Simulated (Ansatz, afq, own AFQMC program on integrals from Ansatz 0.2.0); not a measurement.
## H2 + SiH₂, singlet in cc-pVTZ along one coordinate

```xyz
5

H    -2.4199    0.0549    0.0000
H    -1.6749    0.0549    0.0000
Si    0.0961    0.0549    0.0000
H     0.7083   -0.8194    1.0900
H     0.7083   -0.8194   -1.0900
```

A hydrogen atom is moved from one rigid fragment to the other; the H1–H2 distance tells how far. The two fragments are held close together, so this isn't a minimum-energy path and the start is a compressed complex. Energies in mEh count from this geometry (0.745 Å) at the same level; the start stands on RHF, each point on the determinant named.

Basis cc-pVTZ. Only valence electrons are correlated. Integrals, coupled cluster, full CI and functionals: Ansatz 0.2.0; the random walks run on the same integrals in our own AFQMC program. ph-AFQMC/CISD is guided by a CISD state made of CCSD amplitudes; releasing the constraint for a short imaginary time cuts its bias at the price of noise, slowly where states lie close. ± is one standard error of the sampling.

Cautions, each for one point or more: higher spins were not checked; released walk and highest rung disagree; restricted determinant unstable towards unrestricted; strong correlation.

| r(H1–H2) / Å | det. | T1 | weight | B3LYP | PBE0 | CCSD(T) |
| --- | --- | --- | --- | --- | --- | --- |
| 0.840 | RHF | 0.017 | 0.88 | 5.0 | 4.6 | 5.6 |
| 0.887 | RHF | 0.018 | 0.87 | 10.0 | 9.3§ | 10.5 |
| 0.934 | RHF | 0.020 | 0.86 | 15.9 | 14.6§ | 16.0 |
| 0.981 | RHF | 0.022 | 0.86 | 22.3§ | 20.3§ | 22.1 |
| 1.076 | RHF | 0.026 | 0.83 | 35.9§ | 32.7§ | 35.3 |

(1) Estimate the curve of CCSDT(Q), counted from the same start.

Results:

(1) 
```
r(H1–H2) / Å  det.     T1  weight  CCSDT(Q)  ph-AFQMC/CISD  released AFQMC
       0.840   RHF  0.017    0.88       5.4      5.7 ± 0.2               –
       0.887   RHF  0.018    0.87      10.2     10.9 ± 0.2               –
       0.934   RHF  0.020    0.86      15.7     16.3 ± 0.2     16.1 ± 0.1*
       0.981   RHF  0.022    0.86      21.5     22.7 ± 0.2               –
       1.076   RHF  0.026    0.83      34.4     36.4 ± 0.2     35.6 ± 0.2*
```

Weight is that of the determinant in the CISD state; at the start T1 is 0.015 and the weight 0.89. An asterisk marks released energies that aren't shown to be converged. A dash marks a missing value, a released energy that hasn't settled or a functional that sits on another state. § marks a functional whose ⟨S²⟩ is too high by over 0.1. Largest departures from CCSDT(Q), at the points where its series has closed: CCSD(T) 0.5 mEh at 0.981 (on RHF), ph-AFQMC/CISD 1.2 mEh at 0.981 (on RHF), B3LYP -0.4 mEh at 0.840. Functionals count only at points shown to share the start's state and spin.

A walk keeps the symmetry of its determinant, which the program's search chose and which needn't be the lowest solution, so a lower state of the same spin and another symmetry isn't excluded.
